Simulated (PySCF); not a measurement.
Compound: CO2-, CO2 (charge -1 and doublet state).
Cartesian coordinates in Å at the PBE0-D3(BJ)/def2-SVP level; atoms count from 1:
```
atom  x, y, z in Å
O1    -1.1299   -0.1861   -0.0044
C2     0.0005    0.3155   -0.0187
O3     1.1523   -0.1345   -0.0020
```

Identity: CO2- (`O=[C][O-]`) [radical] (charge -1).

Theory: UKS B3LYP, IGLO-III on C O, non-relativistic, mean-field spin-orbit, GIAO in PySCF 2.14.0. Whether the extra electron is bound in the gas phase wasn't checked; a finite basis holds it in any case. The geometry's basis has no diffuse functions, a weakness for an anion.

(1) Break the g tensor into its mass correction, gauge correction and orbital-Zeeman/spin–orbit terms.

(2) Average each term over the three axes. Which is largest in size?

(3) What effective moment and Curie constant follow for a powder?

(4) What are the electron Larmor frequencies g μB B/h along the three axes at 340 mT?

(5) In a frozen sample, at which fields do the three g values resonate at 9.5, 34, 94 and 263 GHz (hyperfine left aside), and which band first spreads them over more than twice a line width of 1.0 mT?

## Answers

(1) 
```csv
Δg (ppt),1,2,3
relativistic mass correction,-0.22,-0.22,-0.22
gauge correction,0.10,0.03,0.00
orbital Zeeman/spin–orbit,-4.98,-0.47,1.30
total,-5.10,-0.66,1.08
```

So g = 1.99721, 2.00166, 2.00339 and g_iso = 2.00076; the tensor is rhombic: the two nearest values differ by 28 % of g3 − g1. Axes: g3 is normal to the molecular plane.

(2) The orbital-Zeeman/spin–orbit term -1.38, the mass correction -0.22 and the gauge correction 0.04 ppt, for a total of -1.56 ppt. The orbital-Zeeman/spin–orbit term is the largest in size. The mass correction is the same along every axis, so the anisotropy comes from the other two: their spans along these axes are 0.10 (gauge) and 6.28 ppt (orbital Zeeman/spin–orbit).

(3) With the mean of g² = 4.0030 and S(S+1) = 0.75: μ_eff = √(⟨g²⟩S(S+1)) = 1.733 μB and χT = 0.12505·⟨g²⟩·S(S+1) = 0.375 cm³ K/mol (cgs; spin-Hamiltonian part alone).

(4) 9.5042, 9.5253, 9.5336 GHz for g1, g2 and g3, a range of 29.4 MHz.

(5) 
```json
{"band": "X", "GHz": "9.5", "B(g3) mT": "338.80", "B(g2) mT": "339.10", "B(g1) mT": "339.85", "spread mT": "1.05"}
{"band": "Q", "GHz": "34.0", "B(g3) mT": "1212.55", "B(g2) mT": "1213.60", "B(g1) mT": "1216.31", "spread mT": "3.75"}
{"band": "W", "GHz": "94.0", "B(g3) mT": "3352.35", "B(g2) mT": "3355.26", "B(g1) mT": "3362.73", "spread mT": "10.37"}
{"band": "J", "GHz": "263.0", "B(g3) mT": "9379.46", "B(g2) mT": "9387.59", "B(g1) mT": "9408.48", "spread mT": "29.03"}
```

The spread grows in proportion to the frequency. Q band is the first where it exceeds 2.0 mT.

The largest Mulliken spin population is on C2 (+0.91).

The HOMO–LUMO gaps are 5.31 eV among the α and 5.97 eV among the β orbitals.

Time: 4.6 s. Hardware: an x86-64 server with one thread, on a shared host.
